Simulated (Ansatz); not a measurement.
# C3H7FO: small, medium and large basis sets

An exercise on one series of results from a longer session: the logs are not shown, and one member is left open.

Method: one geometry, several basis sets; program: Ansatz 0.2.0, Gaussian basis.

Levels to be run: PBE0-D4/def2-SVP; ωB97M-V/def2-SVP; PBE0-D4/def2-QZVPP; ωB97M-V/def2-QZVPP; the functionals' def2-TZVPP values are taken from earlier runs.

## The geometry

An earlier PBE0-D4 in a triple-zeta def2 set relaxation fixed the geometry.

SMILES `COC(C)F`, 12 atoms, charge 0, spin multiplicity 1.

Atoms are counted from 1 here; the program's logs count them from 0.

Bond lengths: C1–O2 1.412 Å, C1–H6 1.089 Å, C1–H7 1.097 Å, C1–H8 1.093 Å, O2–C3 1.369 Å, C3–C4 1.500 Å, C3–F5 1.393 Å, C3–H9 1.101 Å, C4–H10 1.091 Å, C4–H11 1.091 Å, C4–H12 1.090 Å. Angles: O2–C1–H6 106.9°, O2–C1–H7 110.9°, O2–C1–H8 111.3°, H6–C1–H7 109.1°, H6–C1–H8 109.4°, H7–C1–H8 109.1°, C1–O2–C3 114.1°, O2–C3–C4 109.5°, O2–C3–F5 109.7°, O2–C3–H9 110.8°, C4–C3–F5 108.9°, C4–C3–H9 112.8°, F5–C3–H9 104.9°, C3–C4–H10 109.4°, C3–C4–H11 109.9°, C3–C4–H12 110.0°, H10–C4–H11 109.0°, H10–C4–H12 109.3° and more.

The first run:

The input, in.yaml:

```yaml
crystal:
  periodic: [false, false, false]
  atoms:
    - {symbol: C, position_ang: [-1.782023, 0.551805, -0.021312]}
    - {symbol: O, position_ang: [-0.431851, 0.559191, -0.434237]}
    - {symbol: C, position_ang: [0.370376, -0.304433, 0.262948]}
    - {symbol: C, position_ang: [1.734086, -0.335050, -0.360335]}
    - {symbol: F, position_ang: [0.486984, 0.124242, 1.583410]}
    - {symbol: H, position_ang: [-2.326183, 1.202616, -0.704107]}
    - {symbol: H, position_ang: [-2.202465, -0.460320, -0.076924]}
    - {symbol: H, position_ang: [-1.887500, 0.927429, 0.999870]}
    - {symbol: H, position_ang: [-0.091784, -1.301538, 0.327877]}
    - {symbol: H, position_ang: [2.145343, 0.675129, -0.381188]}
    - {symbol: H, position_ang: [1.667739, -0.713396, -1.381041]}
    - {symbol: H, position_ang: [2.394077, -0.980776, 0.218938]}
basis:
  gaussian: {orbitals: def2-SVP}
hamiltonian: {xc: pbe0, dispersion: d4}
output: {orbitals: {seedname: orbitals}}
```

Among the steps run: PBE0-D4 in def2-SVP; ωB97M-V in def2-SVP; PBE0-D4 in def2-QZVPP; ωB97M-V in def2-QZVPP.

One of the session's tables, all rows but one given; the rest of the session is left out.

```
functional       basis  HOMO (eV)  LUMO (eV)
   PBE0-D4    def2-SVP      -8.15       2.09
   PBE0-D4  def2-TZVPP      -8.29       1.52
   PBE0-D4  def2-QZVPP      -8.33       0.90
   ωB97M-V    def2-SVP     -10.57       3.78
   ωB97M-V  def2-TZVPP          ?          ?
   ωB97M-V  def2-QZVPP     -10.77       2.03
```

Q: Estimate the row for ωB97M-V, def2-TZVPP from the others.

**Answer.** HOMO (eV): -10.73; LUMO (eV): 2.98. In the column «HOMO (eV)» it lies between ωB97M-V, def2-QZVPP (-10.77) and ωB97M-V, def2-SVP (-10.57).
